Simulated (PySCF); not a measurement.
**A gas-phase reaction: BFH2 + H3N → BH4N + FH**

Wanted: the reaction energy for `BF` + `N` → `BN` + `F`.

Computed with PySCF 2.14.0; each step states its level. No surroundings beyond the atoms listed, unless a continuum is named. Atoms count from 0, parts from 1.

### Step 1. Starting point

Each species was relaxed by itself at PBE0-D3(BJ)/def2-SVPD.

### Step 2. Energies of the species: wB97M-D3(BJ)/def2-TZVPD

What the job is given:

```
{"job": {"kind": "react", "xc": "wB97M-D3(BJ)", "basis": "def2-TZVPD"}, "charge": 0, "multiplicity": 1}
-1 BFH2 charge 0 multiplicity 1
B     -0.031710     0.036970    -0.000140
F      1.032360    -0.748200     0.032750
H     -0.467980     0.337140    -1.083190
H     -0.493490     0.399260     1.053110

-1 H3N charge 0 multiplicity 1
N      0.001160    -0.000820     0.284470
H     -0.533090    -0.775870    -0.097320
H     -0.401290     0.853040    -0.090830
H      0.943470    -0.075580    -0.087480

+1 BH4N charge 0 multiplicity 1
B     -0.682610     0.097270    -0.031120
N      0.690800    -0.095740     0.034740
H     -1.407380    -0.867510    -0.053110
H     -1.116920     1.222800    -0.064670
H      1.356140     0.663700     0.056330
H      1.118200    -1.010240     0.065360

+1 FH charge 0 multiplicity 1
F      0.457520     0.048530    -0.002850
H     -0.457520    -0.048530     0.002850
```

Method: wB97M-D3(BJ)/def2-TZVPD reaction energy of separated species, gas phase.

Command:

```
OMP_NUM_THREADS=1 python cluster_run.py task.json out
```

This one command runs all jobs of the session in turn.

Log:

```text
species 1 (BFH2)
coarse grid: 15424 points
cycle   1  E = -125.9600913755  dE = -1.392e-02  |g| = 4.654e-01  |ddm| = 1.248e+00
cycle   2  E = -125.9571959684  dE =  2.895e-03  |g| = 5.690e-01  |ddm| = 4.212e-01
cycle   3  E = -126.0011166483  dE = -4.392e-02  |g| = 2.571e-02  |ddm| = 2.024e-01
cycle   4  E = -126.0013398950  dE = -2.232e-04  |g| = 8.015e-03  |ddm| = 3.432e-02
cycle   5  E = -126.0013636911  dE = -2.380e-05  |g| = 1.092e-03  |ddm| = 1.227e-02
cycle   6  E = -126.0013643384  dE = -6.473e-07  |g| = 1.481e-04  |ddm| = 1.968e-03
final grid: 33560 points
cycle   7  E = -126.0013803015  dE = -3.808e-08  |g| = 7.618e-05  |ddm| = 5.379e-04
cycle   8  E = -126.0013803037  dE = -2.167e-09  |g| = 3.578e-05  |ddm| = 9.556e-05
cycle   9  E = -126.0013803040  dE = -3.024e-10  |g| = 2.364e-05  |ddm| = 2.912e-05
converged SCF energy = -126.0013803040

species 2 (H3N)
coarse grid: 12536 points
cycle   1  E = -56.5694023833  dE = -1.294e-01  |g| = 3.024e-01  |ddm| = 1.089e+00
cycle   2  E = -56.5779569711  dE = -8.555e-03  |g| = 2.716e-01  |ddm| = 2.677e-01
cycle   3  E = -56.5918790928  dE = -1.392e-02  |g| = 2.125e-02  |ddm| = 1.115e-01
cycle   4  E = -56.5919847231  dE = -1.056e-04  |g| = 5.195e-03  |ddm| = 1.729e-02
cycle   5  E = -56.5919958625  dE = -1.114e-05  |g| = 7.323e-04  |ddm| = 8.721e-03
cycle   6  E = -56.5919962776  dE = -4.152e-07  |g| = 1.111e-04  |ddm| = 3.176e-03
final grid: 27112 points
cycle   7  E = -56.5919834840  dE = -1.528e-08  |g| = 6.473e-05  |ddm| = 6.407e-04
cycle   8  E = -56.5919834859  dE = -1.946e-09  |g| = 5.286e-05  |ddm| = 2.061e-04
cycle   9  E = -56.5919834866  dE = -6.642e-10  |g| = 1.193e-05  |ddm| = 4.563e-05
converged SCF energy = -56.5919834866

species 3 (BH4N)
coarse grid: 20192 points
cycle   1  E = -82.0692159728  dE =  7.264e-03  |g| = 2.646e-01  |ddm| = 1.510e+00
cycle   2  E = -82.0794287277  dE = -1.021e-02  |g| = 2.166e-01  |ddm| = 3.252e-01
cycle   3  E = -82.0881394603  dE = -8.711e-03  |g| = 3.117e-02  |ddm| = 1.004e-01
cycle   4  E = -82.0884354217  dE = -2.960e-04  |g| = 1.000e-02  |ddm| = 3.243e-02
cycle   5  E = -82.0884644411  dE = -2.902e-05  |g| = 1.563e-03  |ddm| = 1.047e-02
cycle   6  E = -82.0884657504  dE = -1.309e-06  |g| = 3.568e-04  |ddm| = 2.931e-03
final grid: 43688 points
cycle   7  E = -82.0884501245  dE = -7.052e-08  |g| = 1.728e-04  |ddm| = 2.068e-03
cycle   8  E = -82.0884501326  dE = -8.035e-09  |g| = 1.804e-04  |ddm| = 3.811e-04
cycle   9  E = -82.0884501387  dE = -6.089e-09  |g| = 2.599e-05  |ddm| = 8.561e-05
cycle  10  E = -82.0884501393  dE = -6.047e-10  |g| = 8.686e-06  |ddm| = 9.134e-05
converged SCF energy = -82.0884501393

species 4 (FH)
coarse grid: 7776 points
cycle   1  E = -100.4688234037  dE = -9.408e-02  |g| = 4.644e-01  |ddm| = 6.197e-01
cycle   2  E = -100.4725042831  dE = -3.681e-03  |g| = 5.038e-01  |ddm| = 3.808e-01
cycle   3  E = -100.5053188182  dE = -3.281e-02  |g| = 2.574e-02  |ddm| = 1.678e-01
cycle   4  E = -100.5053947961  dE = -7.598e-05  |g| = 5.006e-03  |ddm| = 1.077e-02
cycle   5  E = -100.5053994372  dE = -4.641e-06  |g| = 4.334e-04  |ddm| = 3.766e-03
final grid: 16976 points
cycle   6  E = -100.5053933633  dE = -6.428e-08  |g| = 1.039e-04  |ddm| = 8.214e-04
cycle   7  E = -100.5053933667  dE = -3.461e-09  |g| = 7.705e-05  |ddm| = 2.166e-04
cycle   8  E = -100.5053933675  dE = -7.796e-10  |g| = 2.124e-05  |ddm| = 3.711e-05
converged SCF energy = -100.5053933675

Reaction energy = -0.774 kcal/mol
```

Wall time 6.1 s (1 thread of Arm Neoverse V2, shared host); peak memory 0.41 GiB.

Species by species (with the dispersion term, which the log's SCF energies lack):

| ν | species | energy (Eh) | HOMO (eV) |
| --- | --- | --- | --- |
| -1 | BF | -126.00299 | -11.82 |
| -1 | N | -56.59358 | -10.26 |
| +1 | BN | -82.09216 | -11.21 |
| +1 | F | -100.50563 | -14.54 |

### Step 3. Energies of the species: PBE0-D3(BJ)/def2-TZVPD

Settings changed since step 2:

```diff
@@ -1,2 +1,2 @@
-{"job": {"kind": "react", "xc": "wB97M-D3(BJ)", "basis": "def2-TZVPD"}, "charge": 0, "multiplicity": 1}
+{"job": {"kind": "react", "xc": "PBE0", "basis": "def2-TZVPD", "disp": "d3bj"}, "charge": 0, "multiplicity": 1}
 -1 BFH2 charge 0 multiplicity 1
```

Level: PBE0-D3(BJ)/def2-TZVPD reaction energy of separated species, gas phase.

Log:

```text
species 1 (BFH2)
coarse grid: 3416 points
cycle   1  E = -125.8107938191  dE = -2.160e-02  |g| = 4.289e-01  |ddm| = 1.278e+00
cycle   2  E = -125.7628607269  dE =  4.793e-02  |g| = 7.218e-01  |ddm| = 4.625e-01
cycle   3  E = -125.8398906947  dE = -7.703e-02  |g| = 1.258e-02  |ddm| = 2.766e-01
cycle   4  E = -125.8399273806  dE = -3.669e-05  |g| = 3.324e-03  |ddm| = 1.188e-02
cycle   5  E = -125.8399295110  dE = -2.130e-06  |g| = 2.091e-04  |ddm| = 3.051e-03
final grid: 33560 points
cycle   6  E = -125.8410486318  dE = -4.878e-05  |g| = 4.057e-03  |ddm| = 2.309e-02
cycle   7  E = -125.8410471114  dE =  1.520e-06  |g| = 5.243e-03  |ddm| = 3.660e-03
cycle   8  E = -125.8410508869  dE = -3.775e-06  |g| = 6.203e-04  |ddm| = 2.041e-03
cycle   9  E = -125.8410509568  dE = -6.996e-08  |g| = 8.085e-05  |ddm| = 3.928e-04
cycle  10  E = -125.8410509585  dE = -1.641e-09  |g| = 5.186e-06  |ddm| = 6.035e-05
cycle  11  E = -125.8410509585  dE = -4.775e-12  |g| = 7.509e-07  |ddm| = 3.424e-06
converged SCF energy = -125.8410509585

species 2 (H3N)
coarse grid: 2928 points
cycle   1  E = -56.4892117847  dE = -9.639e-02  |g| = 3.706e-01  |ddm| = 1.102e+00
cycle   2  E = -56.4627866712  dE =  2.643e-02  |g| = 5.179e-01  |ddm| = 4.442e-01
cycle   3  E = -56.5198846348  dE = -5.710e-02  |g| = 1.577e-02  |ddm| = 2.491e-01
cycle   4  E = -56.5199332756  dE = -4.864e-05  |g| = 3.352e-03  |ddm| = 8.669e-03
cycle   5  E = -56.5199354456  dE = -2.170e-06  |g| = 3.226e-04  |ddm| = 2.233e-03
final grid: 27112 points
cycle   6  E = -56.5150234963  dE = -1.173e-05  |g| = 5.569e-03  |ddm| = 1.592e-02
cycle   7  E = -56.5150181036  dE =  5.393e-06  |g| = 7.626e-03  |ddm| = 6.089e-03
cycle   8  E = -56.5150296871  dE = -1.158e-05  |g| = 1.285e-04  |ddm| = 3.431e-03
cycle   9  E = -56.5150296907  dE = -3.671e-09  |g| = 3.237e-05  |ddm| = 1.026e-04
cycle  10  E = -56.5150296910  dE = -2.752e-10  |g| = 3.584e-06  |ddm| = 2.319e-05
converged SCF energy = -56.5150296910

species 3 (BH4N)
coarse grid: 4632 points
cycle   1  E = -81.9422050744  dE = -3.416e-02  |g| = 3.237e-01  |ddm| = 1.562e+00
cycle   2  E = -81.9359955152  dE =  6.210e-03  |g| = 3.862e-01  |ddm| = 3.980e-01
cycle   3  E = -81.9675717758  dE = -3.158e-02  |g| = 5.572e-02  |ddm| = 1.985e-01
cycle   4  E = -81.9683116793  dE = -7.399e-04  |g| = 1.502e-02  |ddm| = 3.916e-02
cycle   5  E = -81.9683695194  dE = -5.784e-05  |g| = 1.234e-03  |ddm| = 1.001e-02
cycle   6  E = -81.9683700345  dE = -5.152e-07  |g| = 1.329e-04  |ddm| = 1.270e-03
final grid: 43688 points
cycle   7  E = -81.9634844663  dE = -2.197e-05  |g| = 5.816e-03  |ddm| = 5.917e-02
cycle   8  E = -81.9634783039  dE =  6.162e-06  |g| = 8.033e-03  |ddm| = 6.395e-03
cycle   9  E = -81.9634914054  dE = -1.310e-05  |g| = 6.451e-04  |ddm| = 3.627e-03
cycle  10  E = -81.9634915162  dE = -1.108e-07  |g| = 1.304e-04  |ddm| = 5.175e-04
cycle  11  E = -81.9634915208  dE = -4.601e-09  |g| = 1.365e-05  |ddm| = 1.023e-04
cycle  12  E = -81.9634915208  dE = -4.221e-11  |g| = 2.357e-06  |ddm| = 1.586e-05
converged SCF energy = -81.9634915208

species 4 (FH)
coarse grid: 1712 points
cycle   1  E = -100.3540219787  dE = -3.606e-02  |g| = 4.957e-01  |ddm| = 6.253e-01
cycle   2  E = -100.3145062750  dE =  3.952e-02  |g| = 7.429e-01  |ddm| = 5.125e-01
cycle   3  E = -100.3937412348  dE = -7.923e-02  |g| = 2.284e-02  |ddm| = 2.892e-01
cycle   4  E = -100.3938168077  dE = -7.557e-05  |g| = 4.204e-03  |ddm| = 9.787e-03
cycle   5  E = -100.3938187912  dE = -1.983e-06  |g| = 3.553e-04  |ddm| = 1.247e-03
final grid: 16976 points
cycle   6  E = -100.3948394744  dE = -1.849e-05  |g| = 3.955e-03  |ddm| = 7.417e-03
cycle   7  E = -100.3948375948  dE =  1.880e-06  |g| = 5.435e-03  |ddm| = 3.318e-03
cycle   8  E = -100.3948415903  dE = -3.996e-06  |g| = 1.005e-04  |ddm| = 1.991e-03
cycle   9  E = -100.3948415917  dE = -1.310e-09  |g| = 1.790e-05  |ddm| = 3.966e-05
cycle  10  E = -100.3948415917  dE = -4.863e-11  |g| = 3.039e-06  |ddm| = 1.029e-05
converged SCF energy = -100.3948415917

Reaction energy = -1.725 kcal/mol
```

Run time: 2.7 s. Hardware: 1 thread of Arm Neoverse V2, shared host; peak memory 0.41 GiB.

Reaction energy at this level: -1.73 kcal/mol.

### Step 4. Reaction energy: MP2/def2-TZVPD

Settings changed since step 3:

```diff
@@ -1,2 +1,2 @@
-{"job": {"kind": "react", "xc": "PBE0", "basis": "def2-TZVPD", "disp": "d3bj"}, "charge": 0, "multiplicity": 1}
+{"job": {"kind": "react", "xc": "MP2", "basis": "def2-TZVPD"}, "charge": 0, "multiplicity": 1}
 -1 BFH2 charge 0 multiplicity 1
```

With the program's defaults for keys left out, this is: MP2/def2-TZVPD reaction energy of separated species, gas phase.

Log:

```text
species 1 (BFH2)
final grid: 33560 points
cycle   1  E = -125.3334419273  dE = -5.321e-02  |g| = 4.461e-01  |ddm| = 1.184e+00
cycle   2  E = -125.3686817151  dE = -3.524e-02  |g| = 2.699e-01  |ddm| = 3.249e-01
cycle   3  E = -125.3788296169  dE = -1.015e-02  |g| = 3.741e-02  |ddm| = 1.142e-01
cycle   4  E = -125.3792799180  dE = -4.503e-04  |g| = 7.215e-03  |ddm| = 4.468e-02
cycle   5  E = -125.3793025053  dE = -2.259e-05  |g| = 1.211e-03  |ddm| = 1.166e-02
cycle   6  E = -125.3793032670  dE = -7.617e-07  |g| = 2.653e-04  |ddm| = 1.931e-03
cycle   7  E = -125.3793033021  dE = -3.509e-08  |g| = 4.335e-05  |ddm| = 3.774e-04
cycle   8  E = -125.3793033030  dE = -9.088e-10  |g| = 6.933e-06  |ddm| = 9.266e-05
converged SCF energy = -125.3793033030

species 2 (H3N)
final grid: 27112 points
cycle   1  E = -56.2058924792  dE = -1.621e-01  |g| = 2.298e-01  |ddm| = 1.073e+00
cycle   2  E = -56.2178832476  dE = -1.199e-02  |g| = 7.796e-02  |ddm| = 1.404e-01
cycle   3  E = -56.2190885140  dE = -1.205e-03  |g| = 2.444e-02  |ddm| = 4.021e-02
cycle   4  E = -56.2192478430  dE = -1.593e-04  |g| = 5.226e-03  |ddm| = 1.749e-02
cycle   5  E = -56.2192619768  dE = -1.413e-05  |g| = 1.112e-03  |ddm| = 7.204e-03
cycle   6  E = -56.2192631966  dE = -1.220e-06  |g| = 2.935e-04  |ddm| = 3.286e-03
cycle   7  E = -56.2192632912  dE = -9.468e-08  |g| = 4.961e-05  |ddm| = 9.838e-04
cycle   8  E = -56.2192632933  dE = -2.082e-09  |g| = 4.563e-06  |ddm| = 1.082e-04
cycle   9  E = -56.2192632933  dE = -1.361e-11  |g| = 5.840e-07  |ddm| = 2.273e-05
converged SCF energy = -56.2192632933

species 3 (BH4N)
final grid: 43688 points
cycle   1  E = -81.5035544428  dE =  2.513e-02  |g| = 2.551e-01  |ddm| = 1.472e+00
cycle   2  E = -81.5258373906  dE = -2.228e-02  |g| = 6.531e-02  |ddm| = 2.717e-01
cycle   3  E = -81.5274121554  dE = -1.575e-03  |g| = 2.804e-02  |ddm| = 8.023e-02
cycle   4  E = -81.5276095429  dE = -1.974e-04  |g| = 5.607e-03  |ddm| = 2.006e-02
cycle   5  E = -81.5276196895  dE = -1.015e-05  |g| = 9.646e-04  |ddm| = 5.343e-03
cycle   6  E = -81.5276202607  dE = -5.712e-07  |g| = 2.516e-04  |ddm| = 1.360e-03
cycle   7  E = -81.5276203140  dE = -5.333e-08  |g| = 7.817e-05  |ddm| = 4.331e-04
cycle   8  E = -81.5276203181  dE = -4.066e-09  |g| = 1.883e-05  |ddm| = 1.345e-04
cycle   9  E = -81.5276203184  dE = -2.948e-10  |g| = 3.509e-06  |ddm| = 4.379e-05
converged SCF energy = -81.5276203184

species 4 (FH)
final grid: 16976 points
cycle   1  E = -100.0371197848  dE = -1.649e-01  |g| = 4.007e-01  |ddm| = 6.032e-01
cycle   2  E = -100.0578875326  dE = -2.077e-02  |g| = 2.336e-01  |ddm| = 2.533e-01
cycle   3  E = -100.0646339785  dE = -6.746e-03  |g| = 2.356e-02  |ddm| = 8.091e-02
cycle   4  E = -100.0647514088  dE = -1.174e-04  |g| = 6.199e-03  |ddm| = 1.253e-02
cycle   5  E = -100.0647671211  dE = -1.571e-05  |g| = 1.459e-03  |ddm| = 5.122e-03
cycle   6  E = -100.0647683941  dE = -1.273e-06  |g| = 2.290e-04  |ddm| = 1.848e-03
cycle   7  E = -100.0647684285  dE = -3.438e-08  |g| = 1.958e-05  |ddm| = 4.211e-04
cycle   8  E = -100.0647684287  dE = -1.855e-10  |g| = 2.360e-06  |ddm| = 2.495e-05
converged SCF energy = -100.0647684287

Reaction energy = -1.068 kcal/mol
```

Run time: 0.99 s. Hardware: 1 thread of Arm Neoverse V2, shared host; peak memory 0.43 GiB.

Reaction energy at this level: -1.07 kcal/mol.

### Step 5. Comparing the runs

Energies in kcal/mol, with wall time:

| run | reaction | time |
| --- | --- | --- |
| wB97M-D3(BJ)/def2-TZVPD | -0.77 | 6.1 s |
| PBE0-D3(BJ)/def2-TZVPD | -1.73 | 2.7 s |
| MP2/def2-TZVPD | -1.07 | 0.99 s |

### Step 6. Results

```
                                                quantity                    value
               reaction energy (wB97M-D3(BJ)/def2-TZVPD)           -0.77 kcal/mol
                     ΔH, ΔG at 298 K (xTB thermal terms)      -1.1, -0.2 kcal/mol
range of the reaction energy over the runs of this table  -1.73 to -0.77 kcal/mol
```

**Reading.** The reaction is exothermic by 1.1 kcal/mol in the gas phase; dispersion gives -0.47, and xTB itself gave 8.90 for the electronic energy (xTB energies and thermal terms come from the earlier relaxation of each species, not shown). No barrier was sought. The reaction energy runs from -1.73 (PBE0-D3(BJ)/def2-TZVPD) to -0.77 kcal/mol (wB97M-D3(BJ)/def2-TZVPD).
